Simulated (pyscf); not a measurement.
A first-order saddle from PySCF, ωB97X-D3(BJ)/def2-SVP:

```
Sn
O 1 1.9696
H 2 0.9670 1 108.82
O 1 1.9719 2 122.35 3 -93.07
H 4 0.9645 1 112.57 2 -76.63
O 1 1.9757 2 99.45 3 11.82
H 6 0.9660 1 109.77 2 -134.65
O 1 2.1197 2 112.41 3 111.56
H 8 0.9686 1 121.89 2 -47.91
H 8 1.2103 9 124.37 1 -90.61
C 10 1.4278 8 155.91 9 139.08
H 11 1.1003 10 112.38 8 78.40
H 11 1.1027 12 110.10 10 157.86
H 11 1.1054 12 107.58 13 112.43
```

Surface: singlet, charge 0. Lowest wavenumbers (cm⁻¹): 1468i, 59, 106, 156, 169.

Name the species on either side of this saddle.

H₃C–Sn(OH)(OH)–OH + water (H₂O) ⇌ methane (CH₄) + HO–Sn(OH)(OH)–OH, a four-centre exchange read from left to right: C–Sn, H–O broken and C–H, O–Sn formed. At ωB97M-D3(BJ)/def2-TZVP it lies +138.2 kJ/mol from the left side and +171.4 kJ/mol from the right (each side as separated species at their lowest minima found). On the reactant side the descent ends in an adduct with a O–Sn contact (not fully relaxed), 56.6 kJ/mol under the separated species and 193.1 kJ/mol under the saddle at ωB97X-D3(BJ)/def2-TZVP. What is counted as formed (O–Sn) is already present as a longer contact in the reactant adduct; forming that adduct is a step of its own. One saddle was located; it need not be the lowest between these sides. Elements past Kr carry the def2 core potentials, without spin-orbit coupling.
